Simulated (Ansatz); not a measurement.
A nudged elastic band was laid between two geometries of C3H5 (8 atoms, charge 0, multiplicity 2).

Theory: UKS PBE0-D4/STO-3G (Ansatz).

* movable images: 5
* climbing image: yes
* spring: 5.0 eV/Å²
* optimiser: quadratic models (default)
* start path: through a guess of the saddle point
* force threshold: 0.03 eV/Å
* iteration limit: 60
* end points: relaxed

Image 0:

```xyz
8
Properties=species:S:1:pos:R:3
C -0.962 -0.252 -0.184
C 0.037 0.764 0.261
C 0.446 -0.697 0.034
H -1.549 -0.273 -1.108
H 0.378 1.526 -0.447
H -0.001 1.116 1.298
H 0.674 -1.296 0.922
H 1.070 -0.945 -0.832
```

Image 6:

```xyz
8
Properties=species:S:1:pos:R:3
C -0.775 0.116 0.175
C 0.479 0.899 -0.029
C 0.583 -0.588 0.049
H -1.494 0.029 -0.647
H 0.743 1.558 -0.864
H -1.243 0.124 1.165
H 0.998 -1.038 0.957
H 0.800 -1.158 -0.861
```

Task: Which bonds break or form, and what moves?

Result: Bonds broken: C2–H6. Bonds formed: C1–H6.  The two ends are copies of one structure, up to a mirror image or an exchange of like atoms.

Task: What energy profile does the band end with?

Result: It converged. The highest image is number 3 of 0 to 6, 3.07 eV above the ends, which have the same energy within 2 meV. Neighbouring images differ by up to 1.6 eV, so the band resolves the path poorly. A vibrational analysis at the climbing image gives one clearly imaginary mode, 2651i cm⁻¹: a first-order saddle point. Limits of this set-up: minimal basis.

```tsv
image	path coordinate (Å)	energy (eV)	C2–H6 (Å)	C1–H6 (Å)
0	0.00	0.00	1.10	2.23
1	0.39	0.28	1.09	2.03
2	0.77	1.43	1.12	1.69
3	1.16	3.07	1.31	1.31
4	1.55	1.43	1.69	1.12
5	1.93	0.28	2.03	1.09
6	2.32	0.00	2.23	1.10
```

Task: What is the geometry of the highest image?

Result: 
```xyz
8
Properties=species:S:1:pos:R:3
C -0.869 -0.095 -0.029
C 0.295 0.825 0.096
C 0.526 -0.668 0.064
H -1.679 -0.195 -0.755
H 0.667 1.660 -0.502
H -0.649 0.693 0.996
H 0.867 -1.220 0.948
H 0.935 -1.057 -0.874
```

Time of the run: 72 s on 1 thread of Arm Neoverse N1, on a shared host, peak memory 0.17 GiB.
